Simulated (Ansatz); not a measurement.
Ansatz (a program for electronic structure) input (PBE/def2-TZVP):

Ansatz 0.2 input:
```yaml
crystal:
  periodic: [false, false, false]
  atoms:
    - {symbol: S, position_ang: [0.00184013, 0.00030176, 0.10309296]}
    - {symbol: H, position_ang: [-0.00752722, 0.96781232, -0.82771199]}
    - {symbol: H, position_ang: [-0.02191490, -0.97264043, -0.82177540]}
basis:
  gaussian:
    orbitals: def2-TZVP
hamiltonian:
  xc: {name: PBE}
relax: {f_tol: 0.003, max_steps: 100}
```

Output:

```
Functional definition: PBE
integrals: 0.01 GiB planned
349 factors; their error is unknown
mean field: 0.08 GiB planned
mean field evaluation 1: about -10862.7673 eV, gradient 1.6e1 eV
mean field evaluation 2: about -10862.7719 eV, gradient 1.8e1 eV
mean field evaluation 4: about -10863.5109 eV, gradient 7.0e-1 eV
mean field evaluation 8: about -10863.5074 eV, gradient 1.1e-3 eV
mean field -10863.50741620 eV, -399.2265339957 hartree, gradient 7.9e-6 eV, S^2 0.000000; 0 other end points of the search recorded, 0 dependent functions left out
the calculation of the forces begins
reference -10863.50743829 eV, -399.2265348073 hartree; 9, 9 occupied and 40, 40 virtual orbitals, 349 factors
relax step   1: F+E_penalty+E_count = -10863.50741620 eV  Δ(F+E_penalty+E_count) = +0.000e0 eV  max|allowed force component| = 3.926e-1 eV/Å  Δτ_max = 0.0000 Å  (22 SCF iters, accepted)
these checks for a lower state are left out or cut short: starts, cluster_reference, orbital_swaps, neighbouring_geometries, increment
integrals: 0.01 GiB planned
349 factors; their error is unknown
mean field: 0.08 GiB planned
mean field evaluation 16: about -10863.5097 eV, gradient 5.9e-2 eV
mean field -10863.50970583 eV, -399.2266181377 hartree, gradient 2.6e-5 eV, S^2 0.000000; 0 other end points of the search recorded, 0 dependent functions left out
the calculation of the forces begins
reference -10863.50972799 eV, -399.2266189522 hartree; 9, 9 occupied and 40, 40 virtual orbitals, 349 factors
relax step   2: F+E_penalty+E_count = -10863.50970583 eV  Δ(F+E_penalty+E_count) = -2.290e-3 eV  max|allowed force component| = 1.409e-1 eV/Å  Δτ_max = 0.0069 Å  (25 SCF iters, accepted)
these checks for a lower state are left out or cut short: starts, cluster_reference, orbital_swaps, neighbouring_geometries, increment
integrals: 0.01 GiB planned
349 factors; their error is unknown
mean field: 0.08 GiB planned
mean field -10863.51011663 eV, -399.2266332345 hartree, gradient 2.5e-5 eV, S^2 0.000000; 0 other end points of the search recorded, 0 dependent functions left out
the calculation of the forces begins
reference -10863.51013883 eV, -399.2266340502 hartree; 9, 9 occupied and 40, 40 virtual orbitals, 349 factors
relax step   3: F+E_penalty+E_count = -10863.51011663 eV  Δ(F+E_penalty+E_count) = -4.108e-4 eV  max|allowed force component| = 4.419e-3 eV/Å  Δτ_max = 0.0033 Å  (25 SCF iters, accepted)
these checks for a lower state are left out or cut short: starts, cluster_reference, orbital_swaps, neighbouring_geometries, increment
integrals: 0.01 GiB planned
349 factors; their error is unknown
mean field: 0.08 GiB planned
mean field evaluation 32: about -10863.5101 eV, gradient 1.5e-5 eV
mean field -10863.51011882 eV, -399.2266333151 hartree, gradient 2.2e-5 eV, S^2 0.000000; 0 other end points of the search recorded, 0 dependent functions left out
the calculation of the forces begins
reference -10863.51014102 eV, -399.2266341309 hartree; 9, 9 occupied and 40, 40 virtual orbitals, 349 factors
relax step   4: F+E_penalty+E_count = -10863.51011882 eV  Δ(F+E_penalty+E_count) = -2.194e-6 eV  max|allowed force component| = 6.065e-4 eV/Å  Δτ_max = 0.0006 Å  (15 SCF iters, accepted)
integrals: 0.01 GiB planned
349 factors; their error is unknown
mean field: 0.08 GiB planned
mean field -10863.51011882 eV, -399.2266333151 hartree, gradient 2.2e-5 eV, S^2 0.000000; 1 other end points of the search recorded, 0 dependent functions left out
the calculation of the forces begins
reference -10863.51014102 eV, -399.2266341309 hartree; 9, 9 occupied and 40, 40 virtual orbitals, 349 factors
Total energy: -10863.51014102 eV, -399.2266341309 hartree
Atom 0 at     0.002001     0.000328     0.112126 Å, force    -0.000011    -0.000002    -0.000607 eV/Å
Atom 1 at    -0.007605     0.968215    -0.832230 Å, force     0.000007     0.000250     0.000302 eV/Å
Atom 2 at    -0.021999    -0.973070    -0.826291 Å, force     0.000004    -0.000248     0.000304 eV/Å
Dipole moment:    -0.004197    -0.000688    -0.235129 e Å
```
